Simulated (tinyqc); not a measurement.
Inside a calculation. Method: Pariser-Parr-Pople SCF with singles CI, for the molecule C=CC(=O)O (SMILES; centres numbered as the heavy atoms are written). Computed by tinyqc, a small Python program that keeps every step. Settings: charge = 0, gamma = MN, start = huckel, damping = 0.5, iteration cap = 80, excitations kept = 4. Command: `OMP_NUM_THREADS=1 python tinyqc.py 25686 25687 out.jsonl` (the two numbers bound the seeds that draw the settings). One thread of a shared host (Intel(R) Xeon(R) Processor @ 2.60GHz), about 0.01 s of CPU time with the checks. Later iterations appear only in the table of the cycle.

## PPP integrals

Centres (angstrom, eV; a flat drawing with bonds scaled to 1.40 angstrom):
```
centre          x          y  core charge z          W   gamma_rr
1C      -1.940000   0.000000              1  11.160000  11.130000
2C      -0.727000   0.700000              1  11.160000  11.130000
3C       0.485000   0.000000              1  11.160000  11.130000
4O       0.485000  -1.400000              1  17.700000  15.200000
5O       1.697000   0.700000              2  33.000000  21.500000
```

Resonance integrals (eV):
```
i  j       beta
1  2  -2.390000
2  3  -2.390000
3  4  -2.510000
3  5  -2.240000
```

Mataga-Nishimoto: gamma = 14.399645/(R + a), a = 2 x 14.399645/(gamma_rr + gamma_ss); H_rr = -W_r - sum_(s != r) z_s gamma_rs; H_rs = beta for bonds.

repulsion gamma_rs (eV), order 1C, 2C, 3C, 4O, 5O:
```
[[11.130000, 5.344569, 3.872154, 3.698006, 3.139673],
 [5.344569, 11.130000, 5.346287, 4.092627, 4.354817],
 [3.872154, 5.346287, 11.130000, 5.774219, 6.309478],
 [3.698006, 4.092627, 5.774219, 15.200000, 4.486744],
 [3.139673, 4.354817, 6.309478, 4.486744, 21.500000]]
```

core matrix H (eV), order 1C, 2C, 3C, 4O, 5O:
```
[[-30.354075, -2.390000, 0.000000, 0.000000, 0.000000],
 [-2.390000, -34.653118, -2.390000, 0.000000, 0.000000],
 [0.000000, -2.390000, -38.771617, -2.510000, -2.240000],
 [0.000000, 0.000000, -2.510000, -40.238340, 0.000000],
 [0.000000, 0.000000, -2.240000, 0.000000, -51.290712]]
```

## Starting guess

pi electrons, sum of z_r less the charge = 6

Orbitals of the Hueckel matrix of the beta values.

P at the start, order 1C, 2C, 3C, 4O, 5O:
```
[[1.000000, 0.923508, 0.000000, -0.286187, -0.255402],
 [0.923508, 1.000000, 0.383579, 0.000000, 0.000000],
 [0.000000, 0.383579, 1.000000, 0.689025, 0.614907],
 [-0.286187, 0.000000, 0.689025, 1.443341, -0.496779],
 [-0.255402, 0.000000, 0.614907, -0.496779, 1.556659]]
```

## Iteration 1: Fock matrix

F_rr = H_rr + P_rr gamma_rr / 2 + sum_(s != r) P_ss gamma_rs; F_rs = H_rs - P_rs gamma_rs / 2; E = tr P (H + F) / 2 + core repulsion sum_(r<s) z_r z_s gamma_rs.

F (eV), order 1C, 2C, 3C, 4O, 5O:
```
[[-5.347468, -4.857876, 0.000000, 0.529161, 0.400939],
 [-4.857876, -5.711240, -3.415363, 0.000000, 0.000000],
 [0.000000, -3.415363, -5.832302, -4.499292, -4.179872],
 [0.529161, 0.000000, -4.499292, -8.719766, 1.114461],
 [0.400939, 0.000000, -4.179872, 1.114461, -14.276758]]
```

pi energy = -100.495315 eV

## Iteration 1: orbitals and new P

Diagonalise F (the basis is taken as orthonormal) and form P = 2 sum c c over the lowest orbitals; 0.5 of the old P is kept.

orbital energies (eV): [-16.302037, -12.134304, -10.281112, -2.170726, 1.000645]

P after iteration 1, order 1C, 2C, 3C, 4O, 5O:
```
[[0.946308, 0.924523, 0.060944, -0.297898, -0.200389],
 [0.924523, 1.020111, 0.377868, -0.016038, -0.023625],
 [0.060944, 0.377868, 0.889982, 0.731716, 0.530232],
 [-0.297898, -0.016038, 0.731716, 1.451272, -0.400490],
 [-0.200389, -0.023625, 0.530232, -0.400490, 1.692327]]
```

## Iteration 2: Fock matrix

As before.

F (eV), order 1C, 2C, 3C, 4O, 5O:
```
[[-5.509504, -4.860588, -0.117991, 0.550814, 0.314578],
 [-4.860588, -5.851202, -3.400096, 0.032819, 0.051441],
 [-0.117991, -3.400096, -5.643147, -4.622545, -3.912743],
 [0.550814, 0.032819, -4.622545, -8.802296, 0.898449],
 [0.314578, 0.051441, -3.912743, 0.898449, -13.557897]]
```

pi energy = -101.109988 eV

## Iteration 2: orbitals and new P

As before.

orbital energies (eV): [-15.622657, -12.053734, -10.437976, -2.177657, 0.927979]

P after iteration 2, order 1C, 2C, 3C, 4O, 5O:
```
[[0.918711, 0.925386, 0.097074, -0.302384, -0.167824],
 [0.925386, 1.028385, 0.373892, -0.025315, -0.037723],
 [0.097074, 0.373892, 0.826557, 0.753356, 0.482310],
 [-0.302384, -0.025315, 0.753356, 1.460038, -0.345364],
 [-0.167824, -0.037723, 0.482310, -0.345364, 1.766309]]
```

## Iteration 3: Fock matrix

As before.

F (eV), order 1C, 2C, 3C, 4O, 5O:
```
[[-5.599755, -4.862894, -0.187943, 0.559110, 0.263456],
 [-4.862894, -5.933685, -3.389467, 0.051803, 0.082139],
 [-0.187943, -3.389467, -5.541328, -4.685022, -3.761562],
 [0.559110, 0.051803, -4.685022, -8.838160, 0.774780],
 [0.263456, 0.082139, -3.761562, 0.774780, -13.174052]]
```

pi energy = -101.439603 eV

## Iteration 3: orbitals and new P

As before.

orbital energies (eV): [-15.294493, -11.974358, -10.516129, -2.187504, 0.885504]

P after iteration 3, order 1C, 2C, 3C, 4O, 5O:
```
[[0.904280, 0.926006, 0.118450, -0.303907, -0.147926],
 [0.926006, 1.031667, 0.371185, -0.030825, -0.046449],
 [0.118450, 0.371185, 0.790181, 0.764690, 0.454374],
 [-0.303907, -0.030825, 0.764690, 1.466617, -0.313455],
 [-0.147926, -0.046449, 0.454374, -0.313455, 1.807256]]
```

## Convergence

Stop when output and input P, before any damping, agree to 1e-7.

Course of the cycle:
```
iteration         E (eV)  largest |P(out) - P(in)|
1          -100.49531463                  2.71e-01
2          -101.10998761                  1.48e-01
3          -101.43960287                  8.19e-02
4          -101.61316814                  4.60e-02
5          -101.70338761                  2.61e-02
6          -101.74984661                  1.50e-02
7          -101.77360655                  8.77e-03
8          -101.78569544                  5.16e-03
9          -101.79182233                  3.07e-03
10         -101.79491838                  1.85e-03
11         -101.79647931                  1.15e-03
...                  ...                       ...
22         -101.79805647                  7.55e-06
23         -101.79805686                  4.82e-06
24         -101.79805706                  3.08e-06
25         -101.79805716                  1.97e-06
26         -101.79805721                  1.26e-06
27         -101.79805723                  8.04e-07
28         -101.79805724                  5.14e-07
29         -101.79805725                  3.29e-07
30         -101.79805725                  2.10e-07
31         -101.79805725                  1.35e-07
32         -101.79805726                  8.63e-08
```

Converged in 32 iterations.

## Converged orbitals

Charges are z - P_rr.

orbital energies (eV): [-14.913031, -11.834550, -10.600968, -2.215398, 0.819850]

coefficients, order 1C, 2C, 3C, 4O, 5O:
```
[[0.114882, -0.350461, -0.554523, 0.645676, 0.373611],
 [0.250416, -0.456074, -0.495807, -0.381579, -0.581258],
 [0.530294, -0.263618, 0.141180, -0.481164, 0.630748],
 [0.331349, -0.469280, 0.639100, 0.411167, -0.304102],
 [0.730130, 0.616000, -0.135275, 0.192152, -0.179534]]
```

pi charges: [0.112967, -0.033073, 0.258724, -0.476927, 0.138309]

## Singles CI, singlets

Over the 4 single excitations with the smallest orbital gaps: A = (e_a - e_i) delta + 2 (ia|jb) - (ij|ab), with (pq|rs) = sum c_mp c_mq gamma_mn c_nr c_ns. f = 2/3 w |mu|^2 in atomic units, mu = sqrt2 sum c_ia sum_m c_mi c_ma R_m.

singlet CI matrix (eV), order 3>4, 2>4, 3>5, 2>5:
```
[[5.503820, 0.026415, 0.197518, 0.267444],
 [0.026415, 6.453956, 0.709643, 0.135062],
 [0.197518, 0.709643, 7.870249, 0.105875],
 [0.267444, 0.135062, 0.105875, 8.631247]]
```

singlet excitation energies (eV): [5.464338, 6.161806, 8.125494, 8.707636]

oscillator strengths: [0.435991, 0.200759, 0.769120, 0.013546]

## Singles CI, triplets

Over the 4 single excitations with the smallest orbital gaps: A = (e_a - e_i) delta - (ij|ab), with (pq|rs) = sum c_mp c_mq gamma_mn c_nr c_ns.

triplet CI matrix (eV), order 3>4, 2>4, 3>5, 2>5:
```
[[2.005724, -0.208851, -0.124141, -1.554559],
 [-0.208851, 3.839625, -1.554559, 0.594566],
 [-0.124141, -1.554559, 5.421659, -0.191997],
 [-1.554559, 0.594566, -0.191997, 6.625401]]
```

triplet excitation energies (eV): [1.517982, 2.845510, 6.171002, 7.357916]
